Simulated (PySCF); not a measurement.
## State search for SiB

Unrestricted PBE0; PySCF, no relativity, basis sets Si def2-TZVP, B def2-TZVP. Outer shells of the fragments: Si 3s2 3p2; B 2s2 2p1.

Followed along the bond (rough minima from three points):

```csv
2Ms+1,unpaired,⟨S²⟩ at the start,R at minimum (Å),Te (eV)
4,"σ ↑, π ↑↑",3.75,1.91,0.00
2,"σ ↓, π ↑↑",1.78,1.92,0.32
2,"σ ↑, π ↑↓",1.77,1.92,0.37
2,σ ↑,0.78,1.94,1.13
2,π ↑,0.90,none in the scan,≤ 1.09
```

Solutions found at the starting distance of 1.930 Å, counted from the lowest of them; the search is not exhaustive and high or unbound solutions are not listed, so other states can lie among these:

```
2Ms+1   unpaired   term  E (eV)  ⟨S²⟩  ⟨Lz²⟩  μ (D)
    4  σ ↑, π ↑↑    ⁴Σ⁻    0.00  3.75   0.00  -0.50
    2  σ ↓, π ↑↑  mixed    0.31  1.78   0.00  -0.58
    2  σ ↑, π ↑↓  mixed    0.37  1.77   2.02  -0.55
    2        σ ↑  mixed    1.13  0.78   2.00  -0.52
    2        π ↑     ²Π    1.20  0.90   1.01  -0.41
    2        π ↑     ²Π    1.87  0.76   1.01  -2.67
    4  σ ↑↑, π ↑     ⁴Π    2.69  3.83   1.02  -1.34
    4      π ↑↑↑     ⁴Π    2.96  3.91   1.01   0.24
```

A term symbol is given only where ⟨S²⟩ and ⟨Lz²⟩ are close to those of a pure state; real π, δ and φ orbitals otherwise mix terms. A positive dipole means Si(−)B(+).
